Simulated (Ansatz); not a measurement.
A structure relaxed at PBE0-D4/def2-TZVP, charge 0, multiplicity 2:

```tsv
atom	x (Å)	y (Å)	z (Å)
F1	-1.5480	-0.2142	0.4574
Si2	-0.0013	-0.0394	0.1068
S3	0.3587	0.6854	-1.8294
H4	0.6294	-1.3767	0.2044
H5	0.5613	0.9450	1.0608
```

Q: Give its formula and SMILES.

A: FH2SSi, `F[SiH2][S]`.

Q: Point group (tolerance 0.08 Å, 0.16 Å for H)?

A: Cs.

Q: Summarise the bond lengths by kind.

A: 1 × F–Si 1.596 Å; 1 × S–Si 2.099 Å; 2 × H–Si 1.482 Å.

Results of the Gaussian-basis code of Ansatz.
